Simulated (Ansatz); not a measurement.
# HAlB, doublet in 6-31G: errors against full CI

Geometry: a point of a stretch scan, not a stationary point.

```xyz
3

B     0.0000   -0.1351    1.5192
Al    0.0000    0.1005   -0.5440
H     0.0000   -1.2418   -1.7312
```

Basis 6-31G; Ansatz 0.2.0. Only valence electrons are correlated (noble-gas cores frozen), which leaves 7 electrons in 18 orbitals. R marks a restricted (for open shells ROHF) determinant, U an unrestricted one. Active spaces: pair = (3e, 3o) about the gap; valence = (7e, 9o) chosen from the atoms' valence shells.

Full CI is exact within this basis and frozen core; it isn't the basis-set limit. The frozen core follows each run's orbitals, which can shift R against U totals by a few meV.

Unrestricted rows (U) aren't spin-pure: their determinants' ⟨S²⟩ exceeds S(S+1) by up to 0.90, so they mix in states of higher spin. HF rows: RHF is the lowest solution found, UHF is the lowest solution found. Coupled cluster chose its determinant by a search with trial CCSD, here up to 0.27 eV above the lowest Hartree–Fock solution of its kind, and MP2 stands on that determinant too.

- UHF ⟨S²⟩: 1.654
- T1 diagnostic (RCCSD): 0.0840
- largest doubles amplitude (RCCSD): 0.227
- T1 diagnostic (UCCSD): 0.0755

| level | E − E(determinant under the R cluster runs) (eV) |
| --- | --- |
| UHF | -1.1990 |
| RMP2 | -2.2392 |
| UMP2 | -2.5072 |
| RCCSD | -3.3478 |
| UCCSD | -3.3640 |
| RCCSD(T) | -3.5031 |
| UCCSD(T) | -3.4554 |

Task: Estimate how far full CI in 6-31G lies from RCCSD(T). The table doesn't fix it; the size of (T) and the diagnostics are the guide.

Result: Full CI in 6-31G lies 1.48 kcal/mol below RCCSD(T), which is 41 % of the (T) step (-3.58 kcal/mol). T1 is raised, a doubles amplitude is large, and the rest is a large part of (T). The miss exceeds 1 kcal/mol.

The other levels:

| level | E − E(full CI) (kcal/mol) | share of correlation (%) | wall time |
| --- | --- | --- | --- |
| RHF† | 76.15 | – | – |
| BCCD(T) | 2.09 | 97.46 | 2.2 s |
| RCCSDT | 0.41 | 99.50 | – |
| UCCSDT | 0.47 | 99.43 | – |
| RCCSDT(Q) | 0.08 | 99.90 | 4.5 s |
| UCCSDT(Q) | 0.12 | 99.86 | 6.5 s |
| RCCSDTQ | 0.02 | 99.97 | 32 s |
| UCCSDTQ | 0.05 | 99.94 | 43 s |
| CASSCF (pair space)† | 52.38 | – | – |
| NEVPT2 (pair space)† | 22.03 | – | 0.81 s |
| MRCISD (pair space)† | 8.31 | – | – |
| MRCISD+Q (pair space)† | 4.65 | – | 0.9 s |
| CASSCF (valence space) | 13.33 | 83.80 | – |
| NEVPT2 (valence space) | 3.99 | 95.16 | 2.6 s |
| MRCISD (valence space) | 0.40 | 99.52 | – |
| MRCISD+Q (valence space) | 0.15 | 99.81 | 3.7 s |

A dagger marks rows that describe another state than the reference (another or a broken symmetry, a higher spin or other natural occupations), so the difference holds a gap between states beside the method's error.

The correlation energy at full CI, counted from the determinant under the R cluster runs, is -3.567 eV. That run took 34 s on 1 thread of Arm Neoverse V2, shared host over 1,247,040 determinants.

Run but not shown, since their state, orbitals or frozen core can't be matched to the reference's or they repeat it: CISD, CISDTQ.

Times hold each run's SCF and search for its determinant on a shared host, so for small cases they say little of a method's own cost; they ran on 1 thread of Arm Neoverse V2. Some runs computed forces too.

The full-CI state has the irrep A'' of Cs, in the program's axes.

Natural occupations of full CI about the gap: 1.952 1.930 1.690 0.961 0.261 0.066 0.059 0.032 0.021 0.006; effectively unpaired electrons, Σ n²(2−n)², 1.54.
